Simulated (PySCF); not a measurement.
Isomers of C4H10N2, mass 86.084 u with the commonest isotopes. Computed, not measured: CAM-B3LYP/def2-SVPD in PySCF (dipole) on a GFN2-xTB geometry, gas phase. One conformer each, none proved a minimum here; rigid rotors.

Task: Order these by radius of gyration √(Σ m r²/M), largest first.
A. `[CH3:1][N:2]1[CH2:3][CH2:4][N:5]1[CH3:6]` with C1–N2–C3–C4 -130°, N2–C3–C4–N5 14°, C3–C4–N5–C6 -130°, C1–N2–N5–C4 134° (1,2-dimethyl-1,2-diazetidine)
B. `[CH2:1]=[CH:2][CH2:3][N:4]([CH3:5])[NH2:6]` with C1–C2–C3–N4 -136°, C2–C3–N4–C5 172°, C3–N4–N6–H -78° and 162°
C. `[CH3:1][N:2]([NH2:3])[CH:4]1[CH2:5][CH2:6]1` with C1–N2–N3–H -164° and 77°, C1–N2–C4–C5 154°

Result: B (1.877 Å), C (1.693 Å), A (1.594 Å).

Task: Order these by rotational constant A, smallest first.
A. `[CH2:1]=[CH:2][CH2:3][N:4]([CH3:5])[NH2:6]` with C1–C2–C3–N4 -136°, C2–C3–N4–C5 172°, C3–N4–N6–H -78° and 162°
B. `[CH3:1][N:2]1[CH2:3][CH2:4][N:5]1[CH3:6]` with C1–N2–C3–C4 -130°, N2–C3–C4–N5 14°, C3–C4–N5–C6 -130°, C1–N2–N5–C4 134°
C. `[CH3:1][N:2]([NH2:3])[CH:4]1[CH2:5][CH2:6]1` with C1–N2–N3–H -164° and 77°, C1–N2–C4–C5 154°

Result: B (5142 MHz), C (6302 MHz), A (7872 MHz).

Task: Order these by dipole moment, largest first.
A. `[CH3:1][N:2]1[CH2:3][CH2:4][N:5]1[CH3:6]` with C1–N2–C3–C4 -130°, N2–C3–C4–N5 14°, C3–C4–N5–C6 -130°, C1–N2–N5–C4 134°
B. `[CH2:1]=[CH:2][CH2:3][N:4]([CH3:5])[NH2:6]` with C1–C2–C3–N4 -136°, C2–C3–N4–C5 172°, C3–N4–N6–H -78° and 162°
C. `[CH3:1][N:2]([NH2:3])[CH:4]1[CH2:5][CH2:6]1` with C1–N2–N3–H -164° and 77°, C1–N2–C4–C5 154°

Result: B (1.98 D), C (1.64 D), A (0.78 D).

```
    SMILES  point group  Ia (u·Å²)  Ib (u·Å²)  Ic (u·Å²)      κ  μa (D)  μb (D)  μc (D)
  CN1CCN1C           C2      98.28     134.06     205.02  -0.03    0.00    0.78    0.00
 C=CCN(C)N           C1      64.20     248.65     293.62  -0.90    1.77    0.54    0.72
CN(N)C1CC1           C1      80.20     178.52     234.62  -0.67    1.09    0.14    1.22
```
